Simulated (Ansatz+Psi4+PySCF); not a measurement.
Values are calculated unless marked as measured or tabulated.
## Psi4 1.11 run

```
molecule {
1 2
S 0.027740 0.011080 0.373000
O 0.007960 1.260750 -0.346770
O -0.007320 -1.270020 -0.398350
}

basis {
assign O cc-pVTZ
assign S cc-pV(T+d)Z
}
set reference uhf
set scf_type pk
energy('scf')
```

The input is written out from the run's settings.

The run gave:

```yaml
Converged: yes
Total_energy: -546.85077 hartree
Spin_squared_of_the_determinant: 0.896
Occupied_orbitals_by_symmetry_in_an_Abelian_subgroup_alpha;_beta: 13 Ap 3 App; 12 Ap 3 App
```

This is not the lowest solution: another run reaches a determinant 1.00 eV lower. Caution: the unrestricted determinant is spin contaminated.
